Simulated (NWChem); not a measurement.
# Ionisation of Li

```
Li
```
Charge 0, spin multiplicity 2.

The numbers come from NWChem runs, not from measurements.

Basis set: def2-TZVP. −ε marks an orbital energy of the parent.

B3LYP has NWChem's definition, with VWN1-RPA local correlation. No SCF solution was tested for a lower state. Open-shell Hartree-Fock references start from PBE0 orbitals.

Task: Order these methods by the first vertical ionisation energy they give, lowest first: −ε(alpha HOMO) of TPSS, G0W0@HF, −ε(alpha HOMO) of B3LYP, −ε(alpha HOMO) of M06-2X, G0W0@PBE, −ε(alpha HOMO) of HF.

Result: −ε(alpha HOMO) of TPSS (3.19 eV), −ε(alpha HOMO) of B3LYP (3.65 eV), −ε(alpha HOMO) of M06-2X (4.15 eV), −ε(alpha HOMO) of HF (5.34 eV), G0W0@PBE (5.43 eV), G0W0@HF (5.54 eV)
